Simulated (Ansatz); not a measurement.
**FH3OSi: a rigid scan of the bond length Si2–F3**

The task here is to estimate one member of a computed series from the others.

Method: single points in def2-TZVPP; program: Ansatz 0.2.0, Gaussian basis.

Levels: PBE-D4, r2SCAN-D4, PBE0-D4, B3LYP-D4, wB97M-V, Hartree-Fock, MP2, CCSD, CCSD(T). The scan takes 1.405, 1.460, 1.542, 1.637, 1.742, 1.855, 1.976, 2.102, 2.235 Å.

Cores are frozen in the correlated methods. B3LYP uses VWN-RPA correlation.

28 further runs of the same task are left out: 28 set aside as unsound or not needed.

## Starting geometry

The minimum, relaxed at PBE0-D4: SMILES `O[SiH2]F`, 6 atoms, charge 0, spin multiplicity 1.

Atoms are counted from 1 here; the program's logs count them from 0.

Bond lengths: O1–Si2 1.630 Å, O1–H4 0.958 Å, Si2–F3 1.596 Å, Si2–H5 1.474 Å, Si2–H6 1.482 Å. Angles: Si2–O1–H4 119.1°, O1–Si2–F3 111.0°, O1–Si2–H5 106.4°, O1–Si2–H6 111.7°, F3–Si2–H5 108.2°, F3–Si2–H6 106.0°, H5–Si2–H6 113.7°.

Coordinates:

```xyz
6

O    -0.85352   -0.20916   -0.92411
Si    0.37826   -0.00931    0.12388
F     0.18081   -0.92281    1.41781
H    -1.71424    0.15016   -0.70564
H     1.59560   -0.45852   -0.57577
H     0.45509    1.38563    0.61763
```

Energies of the minimum (eV), from earlier single points: PBE-D4 -12686.91185, r2SCAN-D4 -12693.06488, PBE0-D4 -12687.74621, B3LYP-D4 -12696.71960, wB97M-V -12693.97075, CCSD(T) -12676.33376.

At the minimum the bond length Si2–F3 is 1.596 Å.

The first run:

ccsdt-tzvpp/in.yaml reads:

```yaml
crystal:
  periodic: [false, false, false]
  atoms:
    - {symbol: O, position_ang: [-0.853521, -0.209157, -0.924109]}
    - {symbol: Si, position_ang: [0.378261, -0.009305, 0.123877]}
    - {symbol: F, position_ang: [0.204457, -0.813405, 1.262841]}
    - {symbol: H, position_ang: [-1.714238, 0.150164, -0.705640]}
    - {symbol: H, position_ang: [1.595602, -0.458521, -0.575772]}
    - {symbol: H, position_ang: [0.455088, 1.385633, 0.617631]}
basis:
  gaussian: {orbitals: def2-TZVPP}
correlation: {method: ccsd_t}
```

The command line of these runs was not kept.

Steps of the session up to this table: Si2–F3 = 1.405 Å; Si2–F3 = 1.460 Å; Si2–F3 = 1.542 Å; Si2–F3 = 1.637 Å; Si2–F3 = 1.742 Å; Si2–F3 = 1.855 Å; Si2–F3 = 1.976 Å; Si2–F3 = 2.102 Å; Si2–F3 = 2.235 Å.

One of the session's tables, all rows but one given; the rest of the session is left out.

Energies less that of the minimum at the same level (kJ/mol):

```
bond length (Å)  PBE-D4  PBE0-D4  B3LYP-D4  wB97M-V  Hartree-Fock
          1.405   100.1     87.5      91.4     90.5          72.4
          1.460       ?        ?         ?        ?             ?
          1.542     8.8      5.3       6.4      6.0           0.9
1.596 (minimum)     0.0      0.0       0.0      0.0           0.0
          1.637     0.0      2.5       1.7      2.0           5.9
          1.742    17.7     26.6      23.7     25.2          38.5
          1.855    54.1     69.2      64.3     67.3          90.1
          1.976   102.0    123.3     116.2    121.5         153.3
          2.102   154.7    182.0     172.6    180.8         220.8
          2.235   209.4    242.5     230.9    242.4         289.7
```

**Question.** Estimate the row for bond length (Å) = 1.460.

Worked estimate for «PBE-D4». A straight line through the neighbours (1.405, 100.1) and (1.542, 8.8) gives 100.1 + (8.8 − 100.1) × (1.460 − 1.405) / (1.542 − 1.405) = 63.4; a parabola fitted to 3 rows on both sides gives 52.3.

As computed: PBE-D4: 48.4; PBE0-D4: 39.5; B3LYP-D4: 42.3; wB97M-V: 41.5; Hartree-Fock: 28.6. In «PBE-D4» the line misses by +15.0 and the parabola by +3.9.

Limits of these values: A polynomial through the near points puts the CCSD(T) minimum 0.001 Å below the PBE0-D4 value.
